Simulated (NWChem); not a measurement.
# BF3; SMILES FB(F)F

All runs: NWChem. Structure relaxed at the PBE-D3(BJ)/def2-SVP level. Core excitations by TDA in a window of 1s orbitals, non-relativistic and unshifted: absolute energies depend strongly on the exact-exchange share.

### Question
Predict the results for B K edge, PBE/def2-TZVP. Quantities: first 1s excitation (eV); dipole oscillator strength of the first; first state with f > 0.002 (eV); dipole oscillator strength of that state.

### Answer
- first 1s excitation (eV) = 181.0
- dipole oscillator strength of the first = 0.0007
- first state with f > 0.002 (eV) = 181.2
- dipole oscillator strength of that state = 0.0527
